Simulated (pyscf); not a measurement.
Structures and frequencies: ωB97X-D3(BJ)/def2-SVP in PySCF.

Task: PBE/def2-TZVP puts the barrier of H₃Si–O–PH₂ -> :HSi–O–PH₂ [singlet] + H₂ (1,1-elimination; singlet surface; H–Si, H–Si broken, H–H formed) at 2.57 eV and the reaction energy at +2.02 eV, from the reactant's lowest minimum found. What do r²SCAN/def2-TZVP, PBE0-D3(BJ)/def2-TZVP, ωB97M-D3(BJ)/def2-TZVP give on the same structures?

Result: r²SCAN: ΔE‡ = 2.79 eV, ΔE = +2.27 eV; PBE0-D3(BJ): ΔE‡ = 2.85 eV, ΔE = +2.24 eV; ωB97M-D3(BJ): ΔE‡ = 2.99 eV, ΔE = +2.08 eV. PBE's barrier lies under all of them, by 0.21 to 0.41 eV. Its reaction energy lies under all of them, by 0.07 to 0.25 eV. The same reactants have a lower exit, to O=PH + SiH₄ (barrier +2.60 eV at ωB97M-D3(BJ)/def2-TZVP, against +2.99 eV here). H₃Si–O–PH₂ lies 0.25 eV over its isomer HO–SiH₂–PH₂ (electronic energy, ωB97M-D3(BJ)/def2-TZVP). :HSi–O–PH₂ [singlet] lies 0.71 eV over its isomer HO–SiH=PH (electronic energy, ωB97M-D3(BJ)/def2-TZVP). This is the saddle that the search found; another between the same sides may lie lower.
